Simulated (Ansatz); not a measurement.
# CHO₂ radical: functionals against CCSD(T) at one geometry

One table from this session's results is given with a row withheld; the runs are named, their logs left out.

Method: single points in def2-TZVPP; program: Ansatz 0.2.0, Gaussian basis.

Correlated methods freeze the cores. Orbitals are unrestricted.

## Where the work starts

SMILES `O=[C]O`, 4 atoms, charge 0, spin multiplicity 2.

Atoms are counted from 1 here; the program's logs count them from 0.

Bond lengths: O1–C2 1.155 Å, C2–O3 1.273 Å, O3–H4 0.945 Å. Angles: O1–C2–O3 134.4°, C2–O3–H4 115.7°.

As a file:

```xyz
4
CHO2
O     0.08420    0.31930    1.36610
C     0.46100   -0.26180    0.44130
O     0.11250   -0.31240   -0.78170
H    -0.61360    0.24130   -1.02320
```

Set-up of the first run:

File run/in.yaml:

```yaml
crystal:
  periodic: [false, false, false]
  atoms:
    - {symbol: O, position_ang: [0.084200, 0.319300, 1.366100]}
    - {symbol: C, position_ang: [0.461000, -0.261800, 0.441300]}
    - {symbol: O, position_ang: [0.112500, -0.312400, -0.781700]}
    - {symbol: H, position_ang: [-0.613600, 0.241300, -1.023200]}
basis:
  gaussian: {orbitals: def2-TZVPP}
magnetization: {spin_polarized: true, initial_magnetization: 1}
correlation: {method: ccsd_t}
scf: {omitted_lower_state_checks: [cluster_reference]}
output: {forces: true}
```

Launch:

```
$ ansatz run in.yaml --threads 4 --pin off --events-out ev --progress --plain --max-ram 5222MiB
```

Steps of the session up to this table: CCSD(T)/def2-TZVPP; PBE0-D4/def2-TZVPP; wB97M-V/def2-TZVPP; r2SCAN-D4/def2-TZVPP; PBE-D4/def2-TZVPP; CAM-B3LYP-D4/def2-TZVPP; r2SCAN0-D4/def2-TZVPP.

One of the session's tables, all rows but one given; the rest of the session is left out.

```
      method  RMS force component (eV/Å)  angle to CCSD(T) forces (°)  dipole (D)
     CCSD(T)                       1.564                    reference        2.25
     PBE0-D4                       1.236                          7.9        2.32
     wB97M-V                           ?                            ?           ?
   r2SCAN-D4                       1.440                          8.0        2.31
      PBE-D4                       1.756                         12.2        2.21
CAM-B3LYP-D4                       1.208                          9.0        2.34
  r2SCAN0-D4                       1.057                          6.3        2.37
```

Q: Estimate the row for wB97M-V from the others.

The run gave: RMS force component (eV/Å): 1.319; angle to CCSD(T) forces (°): 6.2; dipole (D): 2.33. In the column «RMS force component (eV/Å)» it lies between PBE0-D4 (1.236) and r2SCAN-D4 (1.440).
